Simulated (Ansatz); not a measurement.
An input meant for the cluster MgO2H2 (charge 0, singlet).

Input and output for MgO₂H₂ (the lowest singlet isomer of a short search).

```yaml
crystal:
  periodic: [false, false, false]
  atoms:
    - {symbol: Mg, position_ang: [-0.001253, 0.015284, -0.006202]}
    - {symbol: O, position_ang: [-1.664387, -0.308883, 0.501171]}
    - {symbol: O, position_ang: [1.656531, 0.350967, -0.534405]}
    - {symbol: H, position_ang: [-2.475005, -0.171780, 0.978063]}
    - {symbol: H, position_ang: [2.484114, 0.114403, -0.938618]}
basis:
  gaussian: {orbitals: cc-pVTZ, fitting: {mean_field: cc-pVTZ-jkfit}}
hamiltonian: {xc: {name: PBE0}}
scf: {lower_state_search: light}
output: {forces: true}
```

```sh
$ ansatz run in.yaml --threads 4 --pin off --events-out ev --progress --plain --max-ram 3916MiB
```

It prints (some lines left out):

```
Functional definition: PBE0
Error: [file] the basis set cc-pVTZ-JKFIT has no functions for Mg
```
